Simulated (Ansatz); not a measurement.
in.yaml

```yaml
crystal:
  periodic: [false, false, false]
  atoms:
    - {symbol: Al, position_ang: [0.000000, 0.000000, 0.262963]}
    - {symbol: C, position_ang: [0.000000, 0.000000, -2.117037]}
    - {symbol: H, position_ang: [0.000000, 0.000000, 1.854074]}
basis:
  gaussian: {orbitals: def2-SVPD}
magnetization: {spin_polarized: false}
hamiltonian: {xc: {name: PBE}}
correlation: {method: bccd, electrons: outside_noble_gas, diis_vectors: 12}
```

```sh
$ ansatz run in.yaml --threads 1 --pin off --events-out ev --progress --plain --max-ram 2393MiB
```

The program prints:

```
493 factors; integrals over basis functions are off by at most 1.0e-3 eV
mean field evaluation 1: about -7627.0852 eV, gradient 4.0e1 eV
mean field evaluation 2: about -7627.0741 eV, gradient 4.0e1 eV
mean field evaluation 4: about -7633.3596 eV, gradient 9.7e0 eV
mean field evaluation 8: about -7633.9184 eV, gradient 2.6e0 eV
mean field evaluation 16: about -7633.9418 eV, gradient 2.2e-6 eV
mean field evaluation 32: about -7633.9413 eV, gradient 7.2e-1 eV
mean field evaluation 64: about -7623.6128 eV, gradient 1.3e1 eV
mean field -7633.94175083 eV, -280.5421848713 hartree, gradient 2.3e-6 eV, S^2 0.000000; 1 other end points of the search recorded, 0 dependent functions left out; unrestricted orbitals would lower it
mean field evaluation 96: about -7619.6746 eV, gradient 2.6e-4 eV
unrestricted determinant -7619.67459825 eV, -280.0178766849 hartree, S^2 1.1456
6 core orbitals not correlated: weight in the atoms' cores, before any rotation towards them, 1.000 or more for the frozen orbitals, at most 0.000 for the correlated occupied ones
reference -7617.37242549 eV, -279.9332733961 hartree; 4, 4 occupied and 42, 42 virtual orbitals, 493 factors
second order -5.72597350 eV of doubles, -0.43979878 eV of singles
cycle   1  -5.74551978 eV  change    4.1e-1 eV  update   1.8e-1
cycle   2  -6.12464993 eV  change   -3.8e-1 eV  update   1.3e-1
cycle   3  -6.27851722 eV  change   -1.5e-1 eV  update   3.7e-2
cycle   4  -6.36813486 eV  change   -9.0e-2 eV  update   2.0e-2
cycle   5  -6.38160379 eV  change   -1.3e-2 eV  update   9.0e-3
cycle   6  -6.38492486 eV  change   -3.3e-3 eV  update   5.7e-3
cycle   7  -6.38222634 eV  change    2.7e-3 eV  update   3.7e-3
cycle   8  -6.38245400 eV  change   -2.3e-4 eV  update   1.9e-3
cycle   9  -6.38269743 eV  change   -2.4e-4 eV  update   1.0e-3
cycle  10  -6.38249345 eV  change    2.0e-4 eV  update   6.4e-4
cycle  11  -6.38276536 eV  change   -2.7e-4 eV  update   4.5e-4
cycle  12  -6.38313102 eV  change   -3.7e-4 eV  update   2.9e-4
cycle  13  -6.38313792 eV  change   -6.9e-6 eV  update   1.4e-4
cycle  14  -6.38313725 eV  change    6.7e-7 eV  update   6.8e-5
cycle  15  -6.38314196 eV  change   -4.7e-6 eV  update   3.1e-5
cycle  16  -6.38312582 eV  change    1.6e-5 eV  update   1.6e-5
cycle  17  -6.38312246 eV  change    3.4e-6 eV  update   6.5e-6
WARN: the results are in doubt because among natural orbitals full CI differs from the method by -0.141 eV
Total energy: -7623.75554795 eV, -280.1678488199 hartree
In doubt: among natural orbitals full CI differs from the method by -0.141 eV
```

Ran on 1 thread of Arm Neoverse V2, shared host: 2.6 s wall, 0.14 GiB peak host memory.
